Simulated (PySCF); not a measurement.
Species: CFCl3.
SMILES with atom numbers: `[F:1][C:2]([Cl:3])([Cl:4])[Cl:5]`

The closed-shell ground state was solved at several levels (PySCF, density fitting, gas phase, non-relativistic). Isolated species at its GFN2-xTB geometry, gas phase.

| level | basis functions | HOMO (eV) | LUMO (eV) | gap (eV) | dipole (D) |
| --- | --- | --- | --- | --- | --- |
| KT2/pcSseg-1 | 106 | -7.89 | -2.63 | 5.26 | 0.36 |
| PBE0/def2-QZVP | 324 | -9.17 | -1.44 | 7.73 | 0.37 |
| LDA/pcSseg-1 | 106 | -7.91 | -2.60 | 5.31 | 0.38 |
| PBE/pcSseg-1 | 106 | -7.76 | -2.40 | 5.36 | 0.32 |
| OPBE/pcSseg-1 | 106 | -7.82 | -2.35 | 5.47 | 0.27 |
| PBE0/pcX-1 | 168 | -9.18 | -1.29 | 7.89 | 0.41 |

(1) What might HF/pcSseg-1 (106 basis functions) give for the same quantities?

(2) Over all these levels, which gives the widest orbital gap and which the narrowest?

(3) How far do the dipole and the HOMO energy spread over the levels?

## Answers

(1) HOMO -12.76 eV, LUMO 2.80 eV, gap 15.56 eV, dipole 0.56 D.

(2) HF/pcSseg-1 (Hartree–Fock, all exact exchange) has the widest, 15.56 eV, and KT2/pcSseg-1 (GGA) the narrowest, 5.26 eV. The two share the basis. From the narrowest to the widest the HOMO moves by -4.87 eV and the LUMO by +5.43 eV.

(3) The dipole runs from 0.27 to 0.56 D (mean 0.38 D) and the HOMO from -12.76 to -7.76 eV.
